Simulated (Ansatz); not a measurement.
# H3SSi with multiplicity 2: molecular dynamics

Purpose: to follow the molecule's vibrations and see whether its bonds hold. The start is relaxed first. Runs: 120 steps of 2.5 fs at constant energy, with velocities drawn for 200 K. SMILES of the start: [SiH2]S.

Program: Ansatz 0.2.0. Level of theory: UKS PBE0-D4/6-31G*. These are calculated values, not measurements.

## 1. Starting point

Bond lengths: Si1–S2 2.175 Å, Si1–H3 1.442 Å, Si1–H4 1.459 Å, S2–H5 1.335 Å. Angles: Si1–S2–H5 95.2°, S2–Si1–H3 107.5°, S2–Si1–H4 104.7°, H3–Si1–H4 108.0°.

Coordinates:

```xyz
5

Si   -0.0908   -0.7365   -0.3479
S     0.3038    1.4022   -0.3122
H    -0.0965   -1.1988    1.0180
H    -1.4489   -0.8548   -0.8688
H     1.3822    1.3143    0.4694
```

## 2. Relaxing the start

Contents of input.yaml:

```yaml
crystal:
  periodic: [false, false, false]
  atoms:
    - { symbol: Si, position_ang: [-0.0908, -0.7365, -0.3479] }
    - { symbol: S, position_ang: [0.3038, 1.4022, -0.3122] }
    - { symbol: H, position_ang: [-0.0965, -1.1988, 1.018] }
    - { symbol: H, position_ang: [-1.4489, -0.8548, -0.8688] }
    - { symbol: H, position_ang: [1.3822, 1.3143, 0.4694] }
magnetization:
  spin_polarized: true
  initial_magnetization: 1
basis:
  gaussian: { orbitals: "6-31G*" }
hamiltonian:
  xc: pbe0
  dispersion: d4
relax:
  f_tol: 0.02
  max_steps: 40
```

The run is started by

```sh
ansatz run input.yaml --threads 1 --pin off --max-ram 2048MiB --backend cpu --events-out ev --progress --plain --runs-dir out
```

After this run come: Dynamics.

What does the calculation give? Wanted: relaxation of the start; temperature, first and last step; temperature, second half; potential energy, second half; largest change of the total energy; bonds formed or broken.

The runs gave:

| quantity | value |
| --- | --- |
| relaxation of the start | 6 moves, 0.059 eV lower |
| length | 120 steps of 2.5 fs |
| temperature, first and last step | 200 and 77 K |
| temperature, second half | mean 100 K, from 38 to 153 K |
| potential energy, second half | +9 meV/atom from the start |
| largest change of the total energy | 2.12 meV/atom |
| bonds formed or broken | 0 |

**Reading.** The temperature starts at 200 K and averages 100 K in the second half, where it ranges from 38 to 153 K; a mean near half the start is what vibrations about a minimum give, since they share energy equally between motion and strain. The total energy strays from its start by at most 2.12 meV/atom, 27 % of the mean kinetic energy, which is poor: the step of 2.5 fs is too long for the fastest motion. No bond forms or breaks. 300 fs on 5 atoms is far too short and small for converged averages. The nuclei move classically, without zero-point motion, which matters most for hydrogen.
